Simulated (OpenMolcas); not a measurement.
Predicting a hybrid from its neighbours: NO

The species is NO (2 atoms), meant as a doublet with charge 0. As SMILES, `[N]=O`. Geometry: relaxed at PBE0-D4/def2-TZVP.

The vertical ionisation energy (to the singlet cation) y, in eV, basis def2-TZVPPD; a is the functional's share of exact exchange. Programs: OpenMolcas 26.06.

| functional | program | a | y (eV) |
| --- | --- | --- | --- |
| UPBE | OpenMolcas | 0 | 9.78 |
| UTPSS | OpenMolcas | 0 | 9.84 |
| UB3LYP | OpenMolcas | 0.2 | ? |
| UPBE0 | OpenMolcas | 0.25 | 10.06 |
| UBHLYP | OpenMolcas | 0.5 | 10.33 |

Q: Fit y = c + s·a to the known rows and predict UB3LYP.

A: 
1. Means of the 4 rows: a = 0.1875, y = 10.002.
2. Σ(Δa)² = 0.17188, Σ(Δa·Δy) = 0.17813, so the slope is 0.17813/0.17188 = 1.0364.
3. Intercept: 10.002 − (1.0364) × 0.1875 = 9.808. The largest residual of the fit is 0.032.
4. UB3LYP: 9.808 + (1.0364) × 0.2 = 10.02 eV.

The run gave 10.14 eV, so the prediction is off by -0.12 eV, more than the scatter of the fit. The rows mix families of semi-local functionals, which the line can't see.
